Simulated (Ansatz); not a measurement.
H6N2Si (`N[SiH2]N`). Total charge 0; spin multiplicity 1.

| atom | x (Å) | y (Å) | z (Å) |
| --- | --- | --- | --- |
| N1 | 0.364 | 1.229 | -0.698 |
| Si2 | -0.371 | -0.267 | -0.309 |
| N3 | 0.239 | -0.795 | 1.200 |
| H4 | 0.288 | 2.028 | -0.091 |
| H5 | 0.505 | 1.494 | -1.658 |
| H6 | -0.075 | -1.120 | -1.497 |
| H7 | -1.849 | -0.265 | -0.105 |
| H8 | -0.325 | -1.365 | 1.808 |
| H9 | 1.224 | -0.940 | 1.350 |

Question: List the harmonic frequencies (cm⁻¹, unscaled) at PBE0-D4/def2-TZVP in Ansatz. (Estimate.)

Answer: Computed: 206, 252, 334, 348, 422, 599, 682, 814, 821, 889, 900, 981, 988, 1574, 1577, 2175, 2191, 3613, 3614, 3712, 3713.

Question: Is this a minimum?

Answer: Yes, all 21 modes are real.

Question: Give the ideal-gas thermochemistry at 298.15 K and 1 bar (rigid rotor, harmonic oscillator; point group C2, symmetry number 2).

Answer: Zero-point energy 181.9 kJ/mol; H(298) − E = 198.8 kJ/mol; entropy 289.7 J/(mol·K), of which translation 160.4, rotation 92.7, vibration 36.7; G(298) − E = 112.5 kJ/mol.

Question: And at 400, 500, 600, 800 and 1000 K?

Answer: 
```csv
T (K),H − E (kJ/mol),S (J/mol/K),G − E (kJ/mol)
400,208.8,318.3,81.5
500,220.1,343.5,48.4
600,232.5,366.1,12.9
800,260.1,405.6,-64.4
1000,290.3,439.3,-149.0
```

Question: Rotational constants (cm⁻¹)?

Answer: 0.6748, 0.2297, 0.1877.
